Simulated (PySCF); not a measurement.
Molecule: `O(C)/C(C)=C/Cl`, C$_{4}$H$_{7}$ClO.

Numbering as in the mapped SMILES `[CH3:1][O:2]/[C:3]([CH3:4])=[CH:5]/[Cl:6]`. Each H is labelled by its parent atom.

Geometry PBE0-D3(BJ)/def2-SVP throughout; GIAO in PySCF 2.14, gas phase, one conformer, non-relativistic; equivalent atoms averaged; basis pcSseg-1.

For orientation, KT2 gives these absolute shieldings σ: C3 28.7, C5 91.5, C1 129.2, C4 166.5, O2 204.3, Cl6 805.4, H(C5) 26.53, H(C1) 27.69, H(C4) 29.21 ppm.

A run gave: C3 12.2, C5 76.6, C1 119.4, C4 157.8, O2 194.9, Cl6 774.0, H(C5) 26.71, H(C1) 27.84, H(C4) 29.40 ppm (absolute shieldings σ).

Question: Which functional was used in that run?
A. CAM-B3LYP
B. B97-D
C. BP86
D. BLYP

Answer: D. C1 tells them apart best: BLYP gives 119.4, B97-D gives 124.4, BP86 gives 124.2, CAM-B3LYP gives 127.9 ppm.
